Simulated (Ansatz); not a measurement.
**How far each method lies from UCCSDTQ for C2H5O, doublet**

Geometry: MP2(full)/6-31G*, from the G2/97 set.

```xyz
8

C     1.0937   -0.5711    0.0000
C     0.0890    0.5859    0.0000
O    -1.1711   -0.0021    0.0000
H     0.2359    1.2018    0.8965
H     0.2359    1.2018   -0.8965
H     2.1083   -0.1669    0.0000
H     0.9583   -1.1897    0.8881
H     0.9583   -1.1897   -0.8881
```

Basis STO-3G; Ansatz 0.2.0. Only valence electrons are correlated (noble-gas cores frozen), which leaves 19 electrons in 17 orbitals. Prefix R: restricted or restricted open-shell reference; prefix U: unrestricted. Active spaces: frontier = (9e, 9o) about the gap.

Full CI isn't at hand for all of this; UCCSDTQ serves as the reference, and is uncertain by about the last step of the cluster series. The frozen core follows each run's orbitals, which can shift R against U totals by a few meV.

For open shells CISD and CISDTQ are restricted-active-space CI with the open shells as a complete middle space.

The UHF ⟨S²⟩ is 0.755. The T1 diagnostic (RCCSD) is 0.0087 and the largest doubles amplitude (RCCSD) is 0.046. The T1 diagnostic (UCCSD) is 0.0065.

```json
{"level": "RHF", "E − E(UCCSDTQ) (kcal/mol)": "100.88", "share of correlation (%)": "0.00", "wall time": "–"}
{"level": "UHF", "E − E(UCCSDTQ) (kcal/mol)": "100.01", "share of correlation (%)": "0.85", "wall time": "–"}
{"level": "RMP2", "E − E(UCCSDTQ) (kcal/mol)": "27.47", "share of correlation (%)": "72.77", "wall time": "–"}
{"level": "UMP2", "E − E(UCCSDTQ) (kcal/mol)": "27.21", "share of correlation (%)": "73.03", "wall time": "–"}
{"level": "CISD", "E − E(UCCSDTQ) (kcal/mol)": "7.32", "share of correlation (%)": "92.75", "wall time": "0.73 s"}
{"level": "RCCSD", "E − E(UCCSDTQ) (kcal/mol)": "0.97", "share of correlation (%)": "99.04", "wall time": "–"}
{"level": "UCCSD", "E − E(UCCSDTQ) (kcal/mol)": "0.97", "share of correlation (%)": "99.04", "wall time": "–"}
{"level": "RCCSD(T)", "E − E(UCCSDTQ) (kcal/mol)": "0.28", "share of correlation (%)": "99.72", "wall time": "1 s"}
{"level": "UCCSD(T)", "E − E(UCCSDTQ) (kcal/mol)": "0.28", "share of correlation (%)": "99.72", "wall time": "0.85 s"}
{"level": "BCCD(T)", "E − E(UCCSDTQ) (kcal/mol)": "0.30", "share of correlation (%)": "99.71", "wall time": "1.1 s"}
{"level": "RCCSDT", "E − E(UCCSDTQ) (kcal/mol)": "0.07", "share of correlation (%)": "99.93", "wall time": "–"}
{"level": "UCCSDT", "E − E(UCCSDTQ) (kcal/mol)": "0.07", "share of correlation (%)": "99.93", "wall time": "–"}
{"level": "CISDTQ", "E − E(UCCSDTQ) (kcal/mol)": "0.28", "share of correlation (%)": "99.72", "wall time": "27 s"}
{"level": "RCCSDT(Q)", "E − E(UCCSDTQ) (kcal/mol)": "0.01", "share of correlation (%)": "99.99", "wall time": "9 s"}
{"level": "UCCSDT(Q)", "E − E(UCCSDTQ) (kcal/mol)": "0.01", "share of correlation (%)": "99.99", "wall time": "7 s"}
{"level": "RCCSDTQ", "E − E(UCCSDTQ) (kcal/mol)": "0.00", "share of correlation (%)": "100.00", "wall time": "3.8 min"}
{"level": "CASSCF (frontier space)", "E − E(UCCSDTQ) (kcal/mol)": "47.14", "share of correlation (%)": "53.27", "wall time": "–"}
{"level": "NEVPT2 (frontier space)", "E − E(UCCSDTQ) (kcal/mol)": "12.79", "share of correlation (%)": "87.32", "wall time": "13 s"}
```

The correlation energy at UCCSDTQ, counted from RHF, is -4.374 eV. That run took 3.8 min on 1 thread of AMD EPYC 7R13, shared host.

Times hold each run's SCF and search for its determinant on a shared host, so for small cases they say little of a method's own cost; they ran on 1 thread of AMD EPYC 7R13.

Atomization energy (electronic, same basis, no zero-point term; atoms at the same level, unrestricted beside the R rows where the molecule is a closed shell, with restricted open-shell steps beyond CCSDT(Q)) at UCCSDTQ: 2954.8 kJ/mol. Errors of other levels:

```json
{"level": "RHF", "error (kJ/mol)": "-315.9"}
{"level": "UHF", "error (kJ/mol)": "-312.3"}
{"level": "RMP2", "error (kJ/mol)": "-60.4"}
{"level": "UMP2", "error (kJ/mol)": "-59.3"}
{"level": "CISD", "error (kJ/mol)": "-30.6"}
{"level": "RCCSD", "error (kJ/mol)": "-4.1"}
{"level": "UCCSD", "error (kJ/mol)": "-4.1"}
{"level": "RCCSD(T)", "error (kJ/mol)": "-1.2"}
{"level": "UCCSD(T)", "error (kJ/mol)": "-1.2"}
{"level": "BCCD(T)", "error (kJ/mol)": "-1.3"}
{"level": "RCCSDT", "error (kJ/mol)": "-0.3"}
{"level": "UCCSDT", "error (kJ/mol)": "-0.3"}
{"level": "CISDTQ", "error (kJ/mol)": "-1.2"}
{"level": "RCCSDT(Q)", "error (kJ/mol)": "-0.1"}
{"level": "UCCSDT(Q)", "error (kJ/mol)": "0.0"}
{"level": "RCCSDTQ", "error (kJ/mol)": "0.0"}
```

This basis is far from its limit, so the value isn't to be set against a measured one. Truncated CI isn't size-consistent, which counts against it in atomization.
